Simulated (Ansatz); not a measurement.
How far each method lies from UCCSDT(Q) for H₂Ge–OH, doublet

Geometry: a point of a stretch scan, not a stationary point.

```xyz
5

Ge   -0.0381   -0.0170    0.3633
O     0.0916    0.1216   -1.6266
H     0.7485   -1.2754    0.8351
H     0.6165    1.2900    0.8654
H    -0.0761   -0.7154   -2.0661
```

Basis cc-pVDZ; Ansatz 0.2.0. Only valence electrons are correlated (noble-gas cores and the filled d shells of p-block atoms frozen), which leaves 13 electrons in 41 orbitals. Prefix R: restricted or restricted open-shell reference; prefix U: unrestricted. Active spaces: pair = (3e, 3o) about the gap. No spin–orbit coupling is included, and no scalar relativity.

Full CI isn't at hand for all of this; UCCSDT(Q) serves as the reference, and is uncertain by about the last step of the cluster series. The frozen core follows each run's orbitals, which can shift R against U totals by a few meV for light atoms and by up to 0.1 eV past Ca.

The UHF ⟨S²⟩ is 0.756. The T1 diagnostic (RCCSD) is 0.0246 and the largest doubles amplitude (RCCSD) is 0.033. The T1 diagnostic (UCCSD) is 0.0214.

```
   level  E − E(UCCSDT(Q)) (meV)  share of correlation (%)  wall time
     UHF                    8482                      0.57          –
    UMP2                     877                     89.71          –
   UCCSD                     253                     97.04          –
UCCSD(T)                      51                     99.40      3.5 s
  UCCSDT                      27                     99.69          –
```

The correlation energy at UCCSDT(Q), counted from RHF, is -8.530 eV. That run took 91 s on 1 thread of Arm Neoverse V1, shared host.

Run but not shown, since their state or frozen core can't be matched to the reference's or they repeat it: RHF, RMP2, RCCSD, RCCSD(T), BCCD(T), RCCSDT, RCCSDT(Q), CASSCF (pair space), NEVPT2 (pair space), MRCISD (pair space), MRCISD+Q (pair space).

Times hold each run's SCF and search for its determinant on a shared host, so for small cases they say little of a method's own cost; they ran on 1 thread of Arm Neoverse V1.
